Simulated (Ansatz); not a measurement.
The input, for Ansatz 0.2.0:

```yaml
crystal:
  periodic: [false, false, false]
  atoms:
    - {symbol: Br, position_ang: [0.000000, 0.000000, 0.000000]}
    - {symbol: Na, position_ang: [0.000000, 0.000000, 2.506800]}
basis:
  gaussian: {orbitals: 6-31G}
magnetization: {spin_polarized: false, initial_magnetization: 2}
correlation: {active_space: {window: {electrons: 4, orbitals: 8}}}
scf: {lower_state_search: light}
```

```sh
$ ansatz run in.yaml --threads 1 --pin off --events-out ev --progress --plain --max-ram 2393MiB
```

Log:

```
394 factors; integrals over basis functions are off by at most 4.0e-4 eV
mean field evaluation 1: about -74391.7064 eV, gradient 4.5e0 eV
mean field evaluation 2: about -74391.7512 eV, gradient 4.5e0 eV
mean field evaluation 4: about -74391.9243 eV, gradient 4.9e-1 eV
mean field evaluation 8: about -74391.9295 eV, gradient 1.1e-1 eV
mean field evaluation 16: about -74391.5262 eV, gradient 3.9e0 eV
mean field evaluation 32: about -74391.5776 eV, gradient 5.0e-6 eV
mean field evaluation 64: about -74391.9251 eV, gradient 2.3e-1 eV
mean field -74391.92990080 eV, -2733.8529991931 hartree, gradient 6.3e-6 eV, S^2 2.000000; 9 other end points of the search recorded, 0 dependent functions left out
reference -74391.92990080 eV, -2733.8529991931 hartree; 24, 22 occupied and 18, 20 virtual orbitals, 394 factors
state -74392.11956913 eV, -2733.8599693760 hartree
Total energy: -74392.11956913 eV, -2733.8599693760 hartree
```

Ran on 1 thread of Intel Xeon, shared host: 49 s wall, 0.15 GiB peak host memory.
